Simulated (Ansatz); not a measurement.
Na₃H₃. Total charge 0; quintet. Geometry PBE0-D4/def2-TZVP; atoms count from 1.

```xyz
6

Na   -0.229    2.350    1.688
Na    2.262    0.326   -1.281
Na   -1.088   -2.479   -1.046
H    -1.085    0.835   -1.135
H     0.397   -0.488    0.693
H    -0.257   -0.545    1.081
```

In the quintet geometry the species has come apart into loosely held pieces. In the quintet, H5 and H6 lie 0.76 Å apart (atoms count from 1), so H2 has formed as a molecule. At PBE0-D4/def2-TZVP a singlet of charge 0 lies 3.64 eV below the quintet, each at its own geometry. The structure comes from a short search, and lower isomers may exist.

(1) Estimate the Mulliken populations from the PBE0/def2-TZVP orbitals of Ansatz.

(2) Where does the spin sit?

Answers

(1) 
```
atom  charge (e)  spin (α − β)
 Na1       -0.04          1.02
 Na2        0.04          0.96
 Na3       -0.05          1.02
  H4        0.04          0.96
  H5       -0.03          0.00
  H6        0.04          0.04
```
Mulliken values and Mayer orders depend strongly on the basis.

(2) Summed by element: Na 3.00, H 1.00, of 4 unpaired in all. Largest on single atoms: Na3 1.02, Na1 1.02, Na2 0.96.
